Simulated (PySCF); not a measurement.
Compound: C4H5Cl2 (doublet state).
Cartesian coordinates in Å at the GFN2-xTB level; atoms count from 1:
```xyz
11
C4H5Cl2 angstrom
C      0.731   -1.312   -0.061
C      0.170   -0.066   -0.077
C      0.891    1.123   -0.059
Cl     2.584    1.178   -0.026
C     -1.326    0.076   -0.088
Cl    -1.897    0.595    1.532
H      0.122   -2.197   -0.064
H      1.797   -1.443   -0.040
H      0.405    2.084   -0.049
H     -1.658    0.839   -0.790
H     -1.814   -0.873   -0.303
```

The hyperfine couplings belong to this conformer and change with its torsions.

The species is `[CH2]/C(=C\Cl)CCl` [radical].

Computed with PySCF, UKS B3LYP, pcH-1 on C Cl H, non-relativistic, mean-field spin-orbit, GIAO. Isolated species at its GFN2-xTB geometry (one conformer only). The geometry wasn't refined by DFT: couplings that depend on bond lengths, twists or pyramidal angles can differ widely from those at the functional's own minimum. The SCF solution wasn't tested for stability. ⟨S²⟩ is 0.777 where a pure state has 0.75.

Principal values of hyperfine tensors in MHz (contact, dipolar and spin–orbit terms together), for some of the nuclei:

```csv
atom,isotope,A1,A2,A3
C3,13C,12.05,14.74,182.72
C1,13C,2.17,3.76,138.04
C2,13C,-76.87,-36.35,-30.70
H9,1H,-73.14,-47.81,-18.29
H7,1H,-60.00,-37.94,-14.72
H8,1H,-54.87,-37.94,-16.15
H10,1H,-10.42,-9.40,-4.41
Cl6,35Cl,-11.26,-3.37,-0.36
```

Task: Split each tensor into its isotropic and traceless parts, and turn a_iso into mT with g = 2.0049.

Result: a_iso = (A1 + A2 + A3)/3, Ti = Ai − a_iso; 1 mT corresponds to 28.062 MHz. The tensors hold a spin–orbit part: the run splits a_iso into a_FC + a_SO, and T includes its anisotropic share.

| atom | a_iso (MHz) | a_FC | a_SO | a_iso (mT) | T1 | T2 | T3 |
| --- | --- | --- | --- | --- | --- | --- | --- |
| C3 | 69.83 | 69.47 | 0.37 | 2.489 | -57.79 | -55.10 | 112.88 |
| C1 | 47.99 | 48.07 | -0.08 | 1.710 | -45.82 | -44.23 | 90.05 |
| C2 | -47.97 | -47.99 | 0.01 | -1.710 | -28.90 | 11.62 | 17.28 |
| H9 | -46.42 | -46.51 | 0.09 | -1.654 | -26.72 | -1.40 | 28.12 |
| H7 | -37.55 | -37.55 | 0.00 | -1.338 | -22.44 | -0.39 | 22.83 |
| H8 | -36.32 | -36.32 | 0.00 | -1.294 | -18.55 | -1.62 | 20.17 |
| H10 | -8.08 | -8.08 | 0.00 | -0.288 | -2.35 | -1.32 | 3.67 |
| Cl6 | -5.00 | -4.93 | -0.07 | -0.178 | -6.26 | 1.63 | 4.63 |

Task: What spin density at the nucleus of H7 lies behind its contact coupling (g_N = 5.58569)?

Result: a_FC = 800.24 MHz bohr³ × g_N × ρ(0)/(2S). With a_FC = -37.55 MHz and 2S = 1, ρ(0) = -0.008401 bohr⁻³. In magnitude that is 2.6 % of the 1/π = 0.318 of a free hydrogen atom.

Task: C5 (13C, g_N = 1.40482) isn't in the table. Its spin density at the nucleus is 0.0034 bohr⁻³. What is its contact coupling?

Result: By the same relation, a_FC = 3.82 MHz. Its full tensor has the principal values 3.38, 3.63, 4.49 MHz.

Task: Which nucleus of the table has the largest anisotropic coupling, and what is its form?

Result: C3: -57.8, -55.1, 112.9 MHz (the dipolar term alone has -57.6, -55.6, 113.2), nearly axial, close to the ratio −1:−1:+2, the form that spin in one p orbital centred on that nucleus gives.

Task: In a single crystal, with the field along each principal axis of the tensor of C2 in turn, what first-order splitting does this nucleus give (isotropic g, quadrupole terms neglected)?

Result: 2 lines (I = 1/2), spaced by |A_i|/(g × 13.996): 2.74, 1.30, 1.09 mT along the axes of A1, A2 and A3.
